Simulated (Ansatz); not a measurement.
Geometry optimisation, RKS revPBE-D4/6-31G* (Ansatz 0.2.0).

Input:

```yaml
crystal:
  periodic: [false, false, false]
  atoms:
    - { symbol: B, position_ang: [0.0, 0.0, 0.0] }
    - { symbol: "N", position_ang: [0.0, 0.0, 1.9] }
    - { symbol: H, position_ang: [-0.877, -0.2713, 2.43] }
    - { symbol: H, position_ang: [0.877, 0.2713, 2.43] }
    - { symbol: H, position_ang: [1.0305, 0.0, -0.595] }
    - { symbol: H, position_ang: [-1.0305, 0.0, -0.595] }
    - { symbol: P, position_ang: [-0.2764, 2.079, 0.6969] }
    - { symbol: H, position_ang: [-1.5961, 2.5082, 0.396] }
    - { symbol: H, position_ang: [-0.0678, 2.1402, 2.1001] }
    - { symbol: H, position_ang: [-0.1504, 1.1309, 1.7636] }
basis:
  gaussian: { orbitals: "6-31G*" }
hamiltonian:
  xc: revpbe
  dispersion: d4
relax:
  f_tol: 0.15
  max_steps: 25
  restrain:
    - { distance: [0, 6], at: 1.91, k: 30.0 }
    - { distance: [9, 1], at: 1.06, k: 30.0 }
    - { distance: [0, 1], at: 2.75, k: 30.0 }
    - { distance: [9, 6], at: 2.62, k: 30.0 }
```

Run as:

```bash
$ ansatz run input.yaml --threads 1 --pin off --max-ram 2048MiB --backend cpu --events-out ev --progress --plain --runs-dir out
```

Where does it end, and by what steps?

It converged. The restraints hold the end off the free minimum. After 10 steps the energy has fallen by 4.437 eV (the restraints' own energy left out); H9 moved furthest, 1.12 Å. Parted: P7–H10 (1.43 → 2.63 Å).

```tsv
step	energy less start (eV)	largest force component (eV/Å)	accepted
0	0.0000	6.977	yes
1	-1.7313	3.054	yes
2	-2.0472	3.367	yes
3	-2.4435	2.740	yes
4	-3.4996	2.355	yes
5	-4.1450	1.475	yes
6	-4.3057	1.144	yes
7	-4.3943	0.790	yes
8	-4.4323	0.745	yes
9	-4.4199	0.761	no
10	-4.4371	0.737	yes
```

```xyz
10
Properties=species:S:1:pos:R:3
B -0.045 0.554 -0.366
N -0.159 -0.142 2.274
H -0.814 -0.609 2.913
H 0.782 -0.212 2.677
H 1.099 0.194 -0.455
H -0.937 -0.084 -0.861
P -0.404 2.371 0.087
H -1.647 2.292 0.791
H 0.436 2.624 1.219
H -0.401 0.871 2.248
```

Run time: 26 s on 1 thread of Arm Neoverse V1, with other jobs on the host, peak memory 0.13 GiB.
